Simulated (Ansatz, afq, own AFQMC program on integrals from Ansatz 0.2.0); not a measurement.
# O, triplet in cc-pVQZ, levels against CCSDT(Q)

A free O atom.

Basis cc-pVQZ. Noble-gas cores (and the filled d shells of Ga–Kr and In–Xe) are frozen. Ansatz 0.2.0 and our own AFQMC program on the same integrals; the CISD trial comes from CCSD amplitudes, and released means the phaseless constraint is let go. ± is one standard error of the sampling.

Determinant: UHF, the one that the program's search chose, which needn't be the lowest solution.

No full CI on the walks' own integrals is used here; CCSDT(Q) serves as the reference and is uncertain by about the last step of the cluster series.

The T1 diagnostic is 0.0064. The weight of the determinant in the CISD state is 0.962. The ⟨S²⟩ of the determinant is 2.009. The size of the correlated space is 6 electrons in 54 orbitals.

(1) Estimate: order these by the size of their error in total energy against CCSDT(Q), smallest first.
A. CCSD(T)
B. AFQMC with the constraint released
C. CCSD
D. MP2

(1) B (0.03 ± 0.04 mEh), A (0.39 mEh), C (4.08 mEh), D (19.07 mEh).

Reference: CCSDT(Q), correlation energy -4.807 eV. The released energy is read at 1.50 1/Eh (meV from the phaseless value at times in 1/Eh: -2.9 ± 1.3 at 0.24, -2.8 ± 0.9 at 0.50, -4.3 ± 1.0 at 1.00, -4.2 ± 1.2 at 1.50).

A walk keeps the symmetry of its determinant, which the program's search chose and which needn't be the lowest solution, so a lower state of the same spin and another symmetry isn't excluded. Released energies are given only where the last usable release times agree within the noise; a slower fall can still hide under it.
